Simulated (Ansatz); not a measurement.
Wavefunction ladder for H5PSi, SMILES `[SiH3]P`

```csv
atom,x (Å),y (Å),z (Å)
Si1,0.4296,0.6927,0.0790
P2,-1.1919,-0.8553,0.3232
H3,1.0006,0.9750,1.4217
H4,-0.1954,1.9329,-0.4498
H5,1.5265,0.2777,-0.8345
H6,-0.2741,-1.9196,0.5324
H7,-1.2952,-1.1034,-1.0721
```

Total charge 0; spin multiplicity 1. All single points use the PBE0-D4/def2-TZVP geometry. Frozen core, restricted reference, Ansatz. CBS rows extrapolate triple and quadruple zeta.

```tsv
basis	HF (Eh)	MP2 corr.	CCSD corr.	(T)	CCSD(T) total
def2-SVP	-632.37494	-0.23055	-0.27717	-0.00718	-632.65929
def2-TZVPP	-632.59825	-0.29327	-0.33975	-0.01245	-632.95045
def2-QZVPP	-632.61731	-0.31501	-0.35710	-0.01407	-632.98848
CBS(def2)	-632.61994	-0.33111	-0.36996	-0.01528	-633.00518
cc-pV(D+d)Z	-632.58394	-0.23349	-0.28182	-0.00747	-632.87323
cc-pV(T+d)Z	-632.60968	-0.29247	-0.33894	-0.01240	-632.96102
cc-pV(Q+d)Z	-632.61666	-0.31402	-0.35634	-0.01400	-632.98700
CBS(cc)	-632.61876	-0.32937	-0.36873	-0.01514	-633.00263
```
